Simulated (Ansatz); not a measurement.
C3H7NO (`C/N=C(\C)O`). Total charge 0; spin multiplicity 1. The structure was optimised at the PBE0-D4/def2-TZVP level. It is one conformer, not always the lowest.

```xyz
12

C     0.404    0.988   -1.261
N     0.089   -0.403   -1.053
C    -0.180   -0.796    0.115
C    -0.220    0.013    1.370
O    -0.476   -2.094    0.322
H     0.614    1.155   -2.317
H    -0.423    1.652   -0.979
H     1.288    1.307   -0.693
H     0.756    0.471    1.552
H    -0.490   -0.605    2.223
H    -0.943    0.826    1.270
H    -0.420   -2.515   -0.548
```

Q: What is the dipole moment at B3LYP/def2-TZVPP? (An estimate is asked.)

A: Ansatz gave: 1.34 D, with components (0.08, 1.05, 0.83) D in this frame, pointing from negative to positive charge.

Q: And with PBE, r2SCAN, ωB97M-V? (An estimate is asked.)

A: Ansatz gave: PBE 1.24 D, r2SCAN 1.29 D, ωB97M-V 1.37 D.

Q: Give the Mulliken charges with B3LYP, r2SCAN, ωB97M-V in def2-TZVPP. (Estimate.)

A: The calculation gave: 
```
atom  B3LYP  r2SCAN  ωB97M-V
  C1  -0.17   -0.03    -0.25
  N2  -0.25   -0.32    -0.26
  C3   0.18    0.25     0.22
  C4  -0.27   -0.17    -0.33
  O5  -0.28   -0.31    -0.28
  H6   0.11    0.06     0.12
  H7   0.08    0.05     0.11
  H8   0.08    0.05     0.11
  H9   0.10    0.07     0.12
 H10   0.11    0.07     0.12
 H11   0.10    0.07     0.12
 H12   0.20    0.22     0.19
```

B3LYP here is the variant with VWN-RPA as its local correlation; programs differ in this.
